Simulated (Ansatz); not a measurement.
System: litharge PbO. Method: PBEsol in Ansatz (plane waves, PAW).

Run with plane-wave cutoff 520 eV, 10×10×8 k mesh (along the axes of the cell as run), scalar-relativistic PAW data made under PBE.

Computed at the level's own relaxed cell.

```
CELL_PARAMETERS angstrom
      3.98724     0.00000     0.00000
      0.00000     3.98724     0.00000
      0.00000     0.00000     5.08833
ATOMIC_POSITIONS crystal
  Pb 0.50000 0.00000 0.76716
  Pb 0.00000 0.50000 0.23284
  O  0.50000 0.50000 0.00000
  O  0.00000 0.00000 0.00000
```

Problem. Give the elastic tensor (Voigt notation, GPa, ions relaxed, in the Cartesian axes of the cell as printed).

Solution. 
```
   67.8    64.8    12.6     0.0     0.0     0.0
   64.8    67.8    12.6     0.0     0.0     0.0
   12.6    12.6    17.4     0.0     0.0     0.0
    0.0     0.0     0.0    14.0     0.0     0.0
    0.0     0.0     0.0     0.0    14.0     0.0
    0.0     0.0     0.0     0.0     0.0    57.7
```

Note: the cell comes from a level without a dispersion term, which matters for the spacing of layers, chains or molecules; the cell has widely spaced layers and the level no dispersion term, so their spacing and the moduli can rest on weak binding.

Spin–orbit coupling is not included; it can shift volumes and moduli of such heavy elements.

The computed numbers hold no vibrational or temperature effects.

Ansatz is a first-principles code.
